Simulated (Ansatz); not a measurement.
Chalcopyrite ZnSnAs2 was calculated with PBEsol-D3(BJ) (plane waves, PAW; Ansatz, a quantum-chemistry and plane-wave program).

Settings: plane-wave cutoff 520 eV, 8×8×8 k mesh, Fermi–Dirac smearing 0.01 eV, scalar-relativistic PAW data made under PBE.

A third-order Birch–Murnaghan fit to the energies gives V0 = 24.214 Å³/atom, B0 = 66.4 GPa, B′ = 4.7.

```
V (Å³/atom)  P (GPa)
-----------  -------
23.245         2.988
23.730           ___
24.214        -0.002
24.698           ___
25.183           ___
```

Task: Estimate the withheld pressures from this fit; the answers are the runs' own values.

Result: 
- 23.730, P (GPa): 1.406
- 24.698, P (GPa): -1.251
- 25.183, P (GPa): -2.380

The formula P = (3/2) B0 (x^(7/3) − x^(5/3)) [1 + (3/4)(B′ − 4)(x^(2/3) − 1)] with x = V0/V meets the computed pressures within 0.01 GPa when these rounded values are put in.

Shape and atoms are relaxed at each volume.

Note: the bulk modulus comes from volumes at which shape and atoms were relaxed.

Spin–orbit coupling is not included.
